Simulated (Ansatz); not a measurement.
`C/C=C(\F)C=S` → `F/C=C1\CCS1`  (isomerisation)

Calculated with Ansatz (gas phase, PBE0-D4/def2-TZVP geometries, no zero-point term in ΔE). CBS: MP2 limit from def2 TZ/QZ plus the TZ coupled-cluster correction, frozen cores. Double bonds are as drawn, so ΔE can hold a change between cis and trans. DFT in def2-TZVPP. B3LYP here is the variant with VWN-RPA as its local correlation; programs differ in this. One conformer a species, not always the lowest.

`C/C=C(\F)C=S`:

```xyz
11

C    -1.705   -0.066    0.506
C    -0.277   -0.381    0.286
C     0.594    0.383   -0.375
F     0.193    1.554   -0.912
C     1.993    0.108   -0.608
S     2.832   -1.187   -0.123
H    -1.989    0.884    0.057
H    -1.927   -0.031    1.577
H    -2.337   -0.856    0.087
H     0.134   -1.304    0.683
H     2.488    0.896   -1.179
```

`F/C=C1\CCS1`:

```xyz
11

F     0.683   -2.639   -0.136
C     1.117   -1.483   -0.672
C     0.516   -0.346   -0.375
C    -0.650   -0.013    0.512
C    -0.588    1.506    0.259
S     0.827    1.309   -0.890
H     1.965   -1.607   -1.332
H    -1.584   -0.470    0.177
H    -0.494   -0.292    1.556
H    -1.464    1.929   -0.229
H    -0.328    2.104    1.131
```

Task: Is it downhill or uphill in electronic energy at CCSD(T)/CBS, and by how much? (An estimate is asked.)

Result: Ansatz gave: Uphill: ΔE = +0.23 eV.

Task: What do these levels give: PBE-D4, B3LYP-D4, B2PLYP, B3LYP, HF/def2-QZVPP, CCSD/CBS(def2)? (An estimate is asked.)

Result: The calculation gave: PBE-D4 0.22, B3LYP-D4 0.35, B2PLYP 0.34, B3LYP 0.39, HF/def2-QZVPP 0.30, CCSD/CBS(def2) 0.19 eV.

Largest T1 diagnostic among the species: 0.016.

The D4 term adds −0.04 eV with B3LYP and −0.02 eV with PBE0; it sums over pairs of atoms, weighted by their polarisabilities, and B3LYP, whose exchange is more repulsive, gets the larger term. From PBE to PBE0 (25 % exact exchange), in def2-TZVPP and without D4, ΔE moves by −0.11 eV. In def2-TZVPP, CCSD(T) changes the Hartree–Fock value by −0.04 eV (the triples alone add +0.05 eV) and MP2 by −0.10 eV.
